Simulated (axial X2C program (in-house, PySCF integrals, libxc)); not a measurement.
# OB⁺: properties at the nuclei

Aim: properties at the nuclei of OB⁺, with spin–orbit coupling in the Hamiltonian from the start.

Method: two-component X2C with atomic mean-field terms, O dyall-av3z, B dyall-v3z; program: an in-house X2C program for linear molecules on PySCF integrals.

All values are calculated.

### 1 Set-up

File task.json:

```json
{"zs": [8, 5], "q": 1, "bas": ["dyall-av3z", "dyall-v3z"], "r0": 1.35, "levels": ["PBE0", "HF", "PBE", "BP86", "LDA"], "nst": 3}
```

Keys: zs atomic numbers; q charge; bas basis sets; r0 starting distance in Å; levels methods (HF also brings MP2); nst determinants followed.

On the command line:

```sh
> python soeom.py task.json out
```

After this run come: Expectation values, lowest determinant; Expectation values, a higher determinant; Expectation values, a higher determinant.

Q: Predict the outcome of this session. Wanted: lowest determinant; Eeff magnitude; Ws magnitude O; A∥/gI O; qzz O; higher determinant (for each run or level that gives them).

The runs gave:

| quantity | value |
| --- | --- |
| lowest determinant | Ω = 2 (excess of +ω over −ω: ω = 1/2, ω = 3/2) |
| Eeff magnitude (GV/cm), PBE0 | 0.0189 |
| Ws magnitude O (kHz), PBE0 | 0.00139 |
| A∥/gI O (MHz), PBE0 | 170 |
| qzz O (a.u.), PBE0 | -1.07 |
| higher determinant | Ω = 1 (excess of +ω over −ω: ω = -1/2, ω = 3/2) |
| Eeff magnitude (GV/cm), PBE0, higher determinant | 0.0161 |
| Ws magnitude O (kHz), PBE0, higher determinant | 0.00214 |
| A∥/gI O (MHz), PBE0, higher determinant | 244 |
| qzz O (a.u.), PBE0, higher determinant | -1.05 |
| higher determinant | Ω = 1 (excess of +ω over −ω: 2 × ω = 1/2) |
| Eeff magnitude (GV/cm), PBE0, higher determinant | 0.0166 |
| Ws magnitude O (kHz), PBE0, higher determinant | 0.00236 |
| A∥/gI O (MHz), PBE0, higher determinant | 482 |
| qzz O (a.u.), PBE0, higher determinant | -1.06 |

In words: In the first state, the effective field runs from 0.0176 to 0.0204 GV/cm over the mean-field levels. The expectation values come from single determinants, which for open shells can mix terms of unlike spin or miss the lowest Ω, so a determinant need not be a state. Eeff is the effective electric field on the electron dipole moment in this Ω state and Ws the scalar–pseudoscalar constant (defined with the proton number Z and per Ω); A∥ is the parallel hyperfine constant, which follows by multiplying with the nuclear g factor gI = μI/(I μN); qzz is the electric field gradient, eQq0 = 234.96 MHz × Q/barn × qzz. The operators were transformed with the bare-nucleus X2C matrices. A second determinant lies within 0.1 eV of the first, so their order is not settled at this level.
